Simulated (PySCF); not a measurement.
Input of a run (PBE0-D3(BJ)/def2-SVP geometry optimisation, gas phase (PySCF 2.14.0)), started from GFN2-xTB:
```
{"job": {"xc": "PBE0", "basis": "def2-SVP", "d3": "d3bj", "grid": 1, "kind": "geom"}, "charge": 0, "multiplicity": 1}
C     -0.553983    -1.337331    -0.692815
P     -0.149935    -0.322978     0.807620
C      1.552058     0.235469     0.323000
P     -1.125572     1.499705     0.013639
F     -2.644524     1.121802     0.442300
F     -0.863253     2.449361     1.303425
H     -0.002815    -2.274009    -0.637814
H     -0.295465    -0.825120    -1.618191
H     -1.617528    -1.568803    -0.693087
H      1.866361     1.042188     0.982661
H      1.594802     0.575529    -0.710274
H      2.241052    -0.596499     0.453508
```

Output (energies in Eh, forces in Eh/bohr):
```
step   0  E = -961.30045896  max force = 0.012881
step   1  E = -961.30242851  max force = 0.002714
step   2  E = -961.30251556  max force = 0.000913
step   3  E = -961.30253976  max force = 0.000293
step   4  E = -961.30254978  max force = 0.000392
optimisation converged
```

Task: Summarise the run.

Result: The energy falls by 0.057 eV over 5 energy and gradient evaluations, the largest force component goes from 0.0129 to 3.9e-04 Eh/bohr, and the atoms move by 0.090 Å rms after alignment. Among the bonds, P2–P4, C1–H8 and C3–H11 change most and about equally (+0.013 to +0.014 Å). Bonds longer at the end by more than 0.005 Å: 7 of 11; shorter: 1. Among the angles that change most is F5–P4–F6, from 94.5° to 99.2°. Among the dihedrals that turn most is C3–P2–P4–F6, from -83° to -72°. The energy never rose by more than 1e-6 Eh on the way. The first step brought 94 % of the lowering.

Task: What are the final bond lengths?

Result: C1–P2 1.857 Å, P2–C3 1.858 Å, P2–P4 2.227 Å, P4–F5 1.617 Å, P4–F6 1.619 Å, C1–H7 1.101 Å, C1–H8 1.102 Å, C1–H9 1.101 Å, C3–H10 1.100 Å, C3–H11 1.102 Å, C3–H12 1.100 Å. Numbering counts from 1 in the input's order; the species is `CP(C)P(F)F` ((CH3)2PPF2).

The run used 122 basis functions and 35 SCF cycles in all.

Stationary, but not proved a minimum. One conformer, not necessarily the lowest.
